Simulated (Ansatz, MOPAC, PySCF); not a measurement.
# How well does each level of theory give the band gap of rock-salt MgO?

Reference value: 8.36 eV (measured, zero-point renormalisation of 0.53 eV added back here (the table's ZPR column); inputs from Chen et al. (2018), doi:10.1103/physrevmaterials.2.073803).

```json
[
 {"level (code)": "AM1 semi-empirical Hartree-Fock (MOPAC)", "value (eV)": "10.52", "cell (Å³/atom)": "9.31", "error (eV)": "+2.16"},
 {"level (code)": "LDA (Ansatz)", "value (eV)": "4.69 (direct)", "cell (Å³/atom)": "9.31", "error (eV)": "-3.67"},
 {"level (code)": "PBE (Ansatz)", "value (eV)": "4.78 (direct)", "cell (Å³/atom)": "9.31", "error (eV)": "-3.58"},
 {"level (code)": "PBE-D4 (Ansatz)", "value (eV)": "4.65 (direct)", "cell (Å³/atom)": "9.43", "error (eV)": "-3.71"},
 {"level (code)": "r²SCANh (Ansatz)", "value (eV)": "6.64 (direct)", "cell (Å³/atom)": "9.21", "error (eV)": "-1.72"},
 {"level (code)": "Hartree–Fock (Ansatz)", "value (eV)": "15.67 (direct)", "cell (Å³/atom)": "9.31", "error (eV)": "+7.31"},
 {"level (code)": "G0W0@PBE (PySCF)", "value (eV)": "7.38 ± 0.02", "cell (Å³/atom)": "9.31", "error (eV)": "-0.98"}
]
```

Leaving aside AM1 semi-empirical Hartree-Fock (MOPAC) (doubt noted below): Of the ranked levels G0W0@PBE (-0.98 eV) comes nearest. Farthest off among them: Hartree–Fock (+7.31 eV). Every ranked level misses the reference by more than 0.3 eV. Even the nearest is off by 0.98 eV.

Published values of wave-function and many-body methods: 8.34 eV (published EOM-CCSD value, GTH pseudopotentials, extrapolated to the thermodynamic and basis limits; Vo et al. (2024), arXiv:2310.03887).

Density-functional gaps are differences of (generalised) Kohn–Sham levels of a static lattice; semilocal ones lie below quasiparticle gaps as a rule. Measured gaps hold zero-point and thermal shifts unless a correction is named.  A ± on a computed value is a rough bar: the spread of its extrapolation, a floor set from checks against published values, or a statistical error. AM1 semi-empirical Hartree-Fock (MOPAC): the gap is read on the k mesh or supercell of the run alone and can be too large. AM1 semi-empirical Hartree-Fock (MOPAC): the method was fitted mainly to molecules. AM1 semi-empirical Hartree-Fock (MOPAC): gaps of these semi-empirical methods are Hartree–Fock-like level differences, and their formation enthalpies are fitted 298 K values. Values are at the measured cell; PBE-D4 at the level's own equilibrium cell; r²SCANh at the level's own relaxed cell. Cutoffs and k meshes differ between the levels. Ansatz's density-functional and Hartree–Fock values are scalar-relativistic unless marked +SOC, with PAW data made under PBE.

Differences are worked out from the printed values.

Ansatz is a program for electronic structure.
